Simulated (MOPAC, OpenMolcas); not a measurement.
## A ladder of methods for CH5BN (SMILES B[N]C)

CH5BN has 8 atoms, charge 0, and is taken as a doublet. SMILES: `B[N]C`. Geometry: relaxed at PBE0-D4/def2-TZVP.

Quantity: the dipole moment, in D. The values are calculated.

| level | kind | program | value (D) |
| --- | --- | --- | --- |
| MNDO | semi-empirical | MOPAC | 1.80 |
| UHF/def2-SVPD | Hartree–Fock | OpenMolcas | 2.07 |
| USVWN5/def2-SVPD | LDA | OpenMolcas | 2.05 |
| UPBE/def2-SVPD | GGA | OpenMolcas | 2.06 |
| UTPSS/def2-SVPD | meta-GGA | OpenMolcas | 2.09 |
| UPBE0/def2-SVPD | global hybrid | OpenMolcas | 2.08 |

The values span 1.80 to 2.09 D. Magnitudes only.
